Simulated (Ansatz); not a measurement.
Species: CH3S (charge 0, doublet). It need not be the lowest isomer of its formula. SMILES: C[S]
Geometry: optimised at B3LYP-D3(BJ)/def2-TZVP (Ansatz, a quantum-chemistry and plane-wave program).

Wanted: atomisation energy (electronic, to ground-state atoms), in kJ/mol. Cores are frozen in the correlated levels unless marked. UHF or UKS for open shells. Spin-orbit coupling is left out. No relativistic terms. The coupled-cluster limit lacks core correlation, which all-electron functionals hold. CBS marks a two-point X^-3 extrapolation of the correlation energy; Hartree-Fock from the larger set. [CCSD(T)-MP2]/basis is that difference in the basis named.

```csv
level,program,atomisation energy (kJ/mol)
HF/6-31G*,Ansatz,1180.8
HF/cc-pV(T+d)Z,Ansatz,1189.7
```

Q: Estimate the value at RI-MP2/CBS(aug-cc-pV(T+d)Z,aug-cc-pV(Q+d)Z)+[CCSD(T)-MP2]/aug-cc-pV(T+d)Z as computed with Ansatz.

A: 1599.6 kJ/mol, so HF/cc-pV(T+d)Z differs from it by -409.9 kJ/mol.
